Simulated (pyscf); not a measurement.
Single points on ωB97X-D3(BJ)/def2-SVP structures (PySCF, gas phase). MP2 and CC: frozen core, UHF for open shells. ΔMP2 is the change of the MP2 total energy from the triple- to the quadruple-zeta basis.

SMILES: CC=CF
```xyz
9

C     -1.4292    -0.4046    -2.0550
C     -0.3904    -0.5181    -0.9769
C     -0.5494    -1.2505     0.1202
F      0.3944    -1.3397     1.0673
H     -2.3252    -0.9988    -1.8167
H     -1.7442     0.6425    -2.1957
H     -1.0363    -0.7577    -3.0227
H      0.5541     0.0264    -1.0915
H     -1.4410    -1.8415     0.3602
```

**Question.** What is the homolytic dissociation enthalpy (298 K, CCSD(T)/def2-TZVPP + ΔMP2(QZVPP)) of the C–F bond of H₃C–CH=CH–F, to •HC=CH–CH₃ + F•?

**Answer.** C–F to •HC=CH–CH₃ + F•: 5.36 eV. The radicals are drawn with the spin at the cut bond; how far it spreads was not checked. •HC=CH–CH₃ lies 1.07 eV over its isomer •H₂C–CH=CH₂, and others may lie lower still (electronic energy, ωB97M-D3(BJ)). The CCSD(T) − MP2 part came from Ansatz, without density fitting, on the same reference. A UHF reference is spin-contaminated (<S²> up to 0.95), which harms MP2 most. Left out: the spin-orbit lowering of F.
